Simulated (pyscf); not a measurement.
A first-order saddle from PySCF, ωB97X-D3(BJ)/def2-SVP:

```xyz
9

N     -1.7271    -0.6539    -0.1178
Si    -0.3368     0.3289    -0.0133
H     -1.8128    -1.4379    -0.7525
H     -2.5374    -0.4968     0.4675
H      0.1590     0.8234    -1.6844
H     -0.8217     1.3949     0.9265
H      0.9715    -0.1001     0.5377
F      0.2181    -0.3809    -1.7509
H     -0.0363     1.6044    -1.1356
```
Charge 0, spin multiplicity 1.

Surface: singlet, charge 0. Lowest wavenumbers (cm⁻¹): 1108i, 284, 298, 338, 500.

Task: Name the species on either side of this saddle.

Result: H₂N–SiH₃ + HF ⇌ H₂N–SiH₂–F + H₂, a four-centre exchange read from left to right: H–Si, F–H broken and F–Si, H–H formed. At ωB97M-D3(BJ)/def2-TZVP it lies +22.0 kcal/mol from the left side and +56.0 kcal/mol from the right (each side as separated species at their lowest minima found). The same reactants have a lower exit, to F–SiH₃ + NH₃ (barrier +5.4 kcal/mol at ωB97M-D3(BJ)/def2-TZVP, against +22.0 kcal/mol here). This is the saddle that the search found; another between the same sides may lie lower.
